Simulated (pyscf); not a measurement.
PySCF, gas phase, ωB97X-D3(BJ)/def2-SVP geometries.

Estimate the classical barrier height and the reaction energy of ammonia (NH₃) + HN=Ti(NH₂)–NH₂ → H₂N–Ti(NH₂)(NH₂)–NH₂ at ωB97M-D3(BJ)/def2-TZVP. The step runs on the singlet surface, breaks H–N and forms N–Ti, H–N; take the separated reactants as zero.

ΔE‡ = -10.6 kcal/mol, ΔE = -47.7 kcal/mol. Zero-point energy shifts the barrier by -1.0 kcal/mol. It is an addition across a multiple bond or ene-type step, with an imaginary mode of 1708i cm⁻¹. On the reactant side the descent ends in an adduct with a N–Ti contact, 35.0 kcal/mol under the separated species and 22.2 kcal/mol under the saddle at ωB97X-D3(BJ)/def2-TZVP. At ωB97M-D3(BJ) the saddle lies under the separated reactants, which points to a path from their complex (located at ωB97X-D3(BJ) alone). What is counted as formed (N–Ti) is already present as a longer contact in the reactant adduct; forming that adduct is a step of its own. At the saddle there is also a short H–Ti contact that neither side keeps. At ωB97X-D3(BJ)/def2-TZVP the barrier from the zero used here is -12.8 kcal/mol. This is the saddle that the search found; another between the same sides may lie lower.
